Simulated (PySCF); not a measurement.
Species: trans-2-pentene, C5H10.
Atom-mapped SMILES: `[CH3:1]/[CH:2]=[CH:3]/[CH2:4][CH3:5]`

Geometry (PBE0-D3(BJ)/def2-SVP, Å), atoms numbered from 1 in this order:
```xyz
15
C5H10 angstrom
C      2.5448   -0.3032    0.2415
C      1.1930   -0.2736   -0.3910
C      0.0302   -0.3644    0.2612
C     -1.3255   -0.3206   -0.3706
C     -2.1666    0.8622    0.1017
H      3.1481   -1.1436   -0.1417
H      3.1129    0.6153    0.0161
H      2.4790   -0.4029    1.3352
H      1.1676   -0.1714   -1.4848
H      0.0500   -0.4631    1.3562
H     -1.8642   -1.2573   -0.1374
H     -1.2184   -0.2929   -1.4678
H     -3.1671    0.8525   -0.3576
H     -2.3017    0.8452    1.1951
H     -1.6827    1.8170   -0.1556
```

Method used: PySCF, delta-SCF UKS SCAN, pcX-2 on the ionised atom, pcseg-1 elsewhere, spin-free X2C. Every row has its own mixed basis.

```
ionised atom  basis functions  E(ground) (Eh)  E(ionised) (Eh)
          C1              151      -196.48546       -185.80401
          C2              151      -196.48812       -185.82888
          C3              151      -196.48803       -185.83227
          C4              151      -196.48659       -185.80826
          C5              151      -196.48582       -185.81203
```

Q: What are the 1s binding energies?

A: E(ionised) − E(ground), at 27.2114 eV a hartree:

```json
{"atom": "C1", "environment": "allylic carbon", "difference (Eh)": "10.68145", "binding energy (eV)": "290.66"}
{"atom": "C2", "environment": "alkene CH carbon", "difference (Eh)": "10.65924", "binding energy (eV)": "290.05"}
{"atom": "C3", "environment": "alkene CH carbon", "difference (Eh)": "10.65576", "binding energy (eV)": "289.96"}
{"atom": "C4", "environment": "allylic carbon", "difference (Eh)": "10.67833", "binding energy (eV)": "290.57"}
{"atom": "C5", "environment": "methyl carbon", "difference (Eh)": "10.67379", "binding energy (eV)": "290.45"}
```

Q: How much do the ground-state energies differ, and what would follow from using one of them for all holes?

A: They run from -196.4881 Eh (core basis on C2) to -196.4855 Eh (on C1), 0.0026 Eh or 0.07 eV apart, for one and the same state in different bases and grids. Pairing the ion of C1 with the ground state of C2 would put its binding energy 0.07 eV too high.

Only 1s holes are shown. The structure is a single PBE0-D3(BJ)/def2-SVP conformer in the gas phase; no vibrational or solvent corrections.

Hardware: one thread of an x86-64 server, on a shared host. Cost: 67 s.
